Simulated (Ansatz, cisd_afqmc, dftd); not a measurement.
Barrier from CH4 (methane, SMILES C) + NH (SMILES [NH], triplet) to the saddle point below; all geometries are those of the HTBH38 set.
```xyz
7

C     -1.1996    -0.0111     0.0000
N      1.4007     0.1299     0.0000
H     -1.4267    -0.5129     0.9331
H     -1.4199    -0.5914    -0.8881
H     -1.5202     1.0228    -0.0458
H      0.1889     0.1269     0.0010
H      1.5703    -0.8877    -0.0001
```
Charge 0, spin multiplicity 3.

Wanted: barrier height (electronic, no zero-point energy), in kJ/mol. Radicals and triplets start from unrestricted determinants; spin-orbit coupling is neglected. Correlated methods leave the cores frozen. Rows without X2C or -DK are non-relativistic. AFQMC is phaseless with a CISD trial state; ± is one standard error, without the phaseless bias. Outlying blocks are dropped, and bars are widened where a walk drifts. Over all cases where full CI ran beside it in this data, AFQMC minus full CI had a median of +0.1 mEh and passed +0.4 mEh in a tenth of the cases. CBS(X,Y): correlation extrapolated as X^-3, Hartree-Fock from the larger set. A bracket is a step between two methods taken in the basis named. Functionals run without relativity, which enters their misses. Double hybrids freeze cores in their MP2 part. '+ core + X2C': CCSD(T) terms for core correlation (cc-pwCVTZ) and scalar relativity (cc-pVTZ-DK). The UHF reference of CH5N (saddle point or complex, triplet) is spin-contaminated (<S^2> up to 0.06 over the pure value in the sets run).

| level | program | barrier height (kJ/mol) | difference against the last row |
|---|---|---|---|
| HF/aug-cc-pVQZ | Ansatz | 165.4 | 74.7 |
| PBE/def2-TZVPD | Ansatz | 45.7 | -45.0 |
| r2SCAN-D3(BJ)/def2-TZVPD | Ansatz + dftd3 | 55.6 | -35.1 |
| r2SCAN-D4/def2-TZVPD | Ansatz + dftd4 | 55.9 | -34.8 |
| wB97M-V/def2-TZVPD | Ansatz | 87.3 | -3.4 |
| B2PLYP-D4/def2-TZVPD | Ansatz + dftd4 | 82.8 | -7.9 |
| B2GP-PLYP-D3(BJ)/def2-TZVPD | Ansatz + dftd3 | 89.7 | -1.0 |
| CCSDT(Q)/aug-cc-pVDZ | Ansatz | 95.6 | 4.9 |
| AFQMC/CISD/aug-cc-pVTZ | cisd_afqmc | 94.9 ± 0.7 | 4.2 |
| CCSD(T)/CBS(aug-cc-pVTZ,aug-cc-pVQZ) + [AFQMC/CISD - CCSD(T)]/aug-cc-pVTZ + core + X2C | Ansatz + cisd_afqmc | 93.4 ± 0.7 | 2.7 |
| CCSD(T)/CBS(aug-cc-pVTZ,aug-cc-pVQZ) + [CCSDT(Q) - CCSD(T)]/aug-cc-pVDZ + core + X2C | Ansatz | 90.7 | 0.0 |

Ansatz is an electronic-structure program.
